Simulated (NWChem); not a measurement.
System meant: LiF; SMILES [F][Li]

The following NWChem deck was run.

```
start job
memory heap 200 mb stack 900 mb global 1100 mb
geometry units angstroms noautosym nocenter noautoz
  Li     0.000000     0.000000    -1.159868
  F      0.000000     0.000000     0.399580
end
basis spherical
  Li library def2-svp
  F library def2-svp
end
dft
  xc m06-l
  iterations 150
end
property
  shielding
end
task dft property
```

End of the output:

```
 Vector    9  Occ=0.000000D+00  E= 1.011280D-01
              MO Center= -1.6D-11, -1.0D-11, -1.2D+00, r^2= 4.1D+00
   Bfn.  Coefficient  Atom+Function         Bfn.  Coefficient  Atom+Function
  ----- ------------  ---------------      ----- ------------  ---------------
     7      0.815820  1 Li px                 8      0.539816  1 Li py
    16     -0.178761  2 F  px                13      0.153790  2 F  px
    17     -0.118284  2 F  py                14      0.101761  2 F  py
     4      0.059005  1 Li px                 5      0.039042  1 Li py

 center of mass
 --------------
 x =   0.00000000 y =   0.00000000 z =  -0.03968067

 moments of inertia (a.u.)
 ------------------
          44.497156676953           0.000000000000           0.000000000000
           0.000000000000          44.497156676953           0.000000000000
           0.000000000000           0.000000000000           0.000000000000

     Multipole analysis of the density
     ---------------------------------

     L   x y z        total         alpha         beta         nuclear
     -   - - -        -----         -----         ----         -------
     0   0 0 0     -0.000000     -6.000000     -6.000000     12.000000

     1   1 0 0      0.000000      0.000000      0.000000      0.000000
     1   0 1 0     -0.000000     -0.000000     -0.000000      0.000000
     1   0 0 1     -2.311107     -1.265740     -1.265740      0.220372

     2   2 0 0     -5.195179     -2.597590     -2.597590      0.000000
     2   1 1 0      0.000000      0.000000      0.000000      0.000000
     2   1 0 1      0.000000      0.000000      0.000000      0.000000
     2   0 2 0     -5.195179     -2.597590     -2.597590      0.000000
     2   0 1 1     -0.000000     -0.000000     -0.000000      0.000000
     2   0 0 2     -0.965975    -10.254953    -10.254953     19.543931

          -----------------------------------------
          Chemical Shielding Tensors (GIAO, in ppm)
          -----------------------------------------

 ------------------------------------------------------------------------
  xm06: d2 not coded                    0
 ------------------------------------------------------------------------
 ------------------------------------------------------------------------
  current input line :
    18: task dft property
 ------------------------------------------------------------------------
 ------------------------------------------------------------------------
 This error has not yet been assigned to a category
 ------------------------------------------------------------------------
 For more information see the NWChem manual at https://nwchemgit.github.io

0: xm06: d2 not coded:Received an Error in Communication
```

Question: Find the fault in this run and fix the input.

Answer: The program stopped with an error. Cause: this functional's second derivatives, which shieldings need, aren't coded here; the fix takes a hybrid GGA instead. This input runs:
```
start job
memory heap 200 mb stack 900 mb global 1100 mb
geometry units angstroms noautosym nocenter noautoz
  Li     0.000000     0.000000    -1.159868
  F      0.000000     0.000000     0.399580
end
basis spherical
  * library def2-svp
end
dft
  xc pbe0
  iterations 150
end
property
  shielding
end
task dft property
```
It converges to -107.21162 Ha (PBE0/def2-SVP, GIAO).
